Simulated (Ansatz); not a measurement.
# MgNH (singlet): from Hartree-Fock to the top rungs at distance N1–Mg2 = 1.678 Å, 6-31G

How much of the correlation energy of MgNH (singlet) does each wave-function method recover here?

Program: Ansatz 0.2.0, Gaussian basis. Level of theory: 6-31G, core rule «outside noble gas», up to 6 orbitals frozen. These are calculated values, not measurements.

To be run: UHF; CCSD(T) on RHF; CCSD(T) on UHF; BCCD(T) on RHF; CISD; CCSDT(Q) on RHF; CCSDT(Q) on UHF; CCSDTQ on RHF; CCSDTQ on UHF; CASSCF and MRCISD+Q, 2 electrons in 2 orbitals; CASSCF and NEVPT2, 2 electrons in 2 orbitals; Full CI.

41 further runs of the same task are left out: 14 for a known fault of the program, 22 that didn't finish, 5 set aside as unsound or not needed.

### 1 The geometry

The geometry derives from a PBE0/def2-TZVP stationary point (not a proven minimum). One bond is set to the value named and the two fragments are kept rigid.

3 atoms, charge 0, spin multiplicity 1.

Atoms are counted from 1 here; the program's logs count them from 0.

Bond lengths: N1–Mg2 1.678 Å, N1–H3 1.028 Å. Angles: Mg2–N1–H3 110.2°.

As a file:

```xyz
3
charge 0, multiplicity 1
N     0.00000   -0.11072    1.02245
Mg    0.00000    0.02978   -0.64966
H     0.00000    0.82054    1.45726
```

### 2 UHF

Contents of in.yaml:

```yaml
crystal:
  periodic: [false, false, false]
  atoms:
    - {symbol: N, position_ang: [0.000000, -0.110723, 1.022448]}
    - {symbol: Mg, position_ang: [0.000000, 0.029780, -0.649659]}
    - {symbol: H, position_ang: [0.000000, 0.820539, 1.457262]}
basis:
  gaussian: {orbitals: 6-31G}
magnetization: {spin_polarized: true, initial_magnetization: 0}
hamiltonian: {xc: hf}
output: {orbitals: {seedname: orbitals}}
```

The run is started by

```console
$ ansatz run in.yaml --threads 1 --pin off --events-out ev --progress --plain --max-ram 2393MiB
```

The runs that follow: CCSD(T) on RHF; CCSD(T) on UHF; BCCD(T) on RHF; CISD; CCSDT(Q) on RHF; CCSDT(Q) on UHF; CCSDTQ on RHF; CCSDTQ on UHF; CASSCF and MRCISD+Q, 2 electrons in 2 orbitals; CASSCF and NEVPT2, 2 electrons in 2 orbitals; Full CI.

Before running them: what should the planned runs give, taken together? Wanted: FCI below the RHF energy; RMP2 from FCI; UMP2 from FCI; RCCSD from FCI; RCCSD(T) from FCI; UCCSD(T) from FCI; RCCSDT(Q) from FCI; UCCSDT(Q) from FCI; NEVPT2 pair from FCI.

**Answer**, as computed:

```
                         quantity                                                                      value
         FCI below the RHF energy                                                                 -5.2699 eV
                    RMP2 from FCI                                                            +13.27 kcal/mol
                    UMP2 from FCI                                                            +18.75 kcal/mol
                   RCCSD from FCI                                                             +7.27 kcal/mol
                RCCSD(T) from FCI                                                             +0.55 kcal/mol
                UCCSD(T) from FCI                                                             +2.94 kcal/mol
               RCCSDT(Q) from FCI                                                             -0.56 kcal/mol
               UCCSDT(Q) from FCI                                                             -0.74 kcal/mol
             NEVPT2 pair from FCI                                                            +12.85 kcal/mol
           MRCISD+Q pair from FCI                                                             +2.95 kcal/mol
levels within 1 kcal/mol (43 meV)  RCCSD(T), BCCD(T), RCCSDT, UCCSDT, RCCSDT(Q), UCCSDT(Q), RCCSDTQ, UCCSDTQ
                    T1 diagnostic                                                                      0.051
   effectively unpaired electrons                                                                       0.66
```

In words: RCCSD(T) misses by +0.55 kcal/mol, 0.4 % of the correlation energy. CCSD(T) misses by +0.55 kcal/mol on the restricted determinant and by +2.94 kcal/mol on the unrestricted one; the two need not hold the same state or core. RCCSDT(Q), UCCSDT(Q) fall below full CI: unrestricted runs freeze a spin-polarised core, another one than full CI's, and coupled cluster isn't variational. The occupations show some static correlation. Of the multireference levels listed MRCISD+Q pair comes nearest in total energy (+2.95 kcal/mol), which doesn't show that its space is the better one. These misses are within one basis, not against nature.
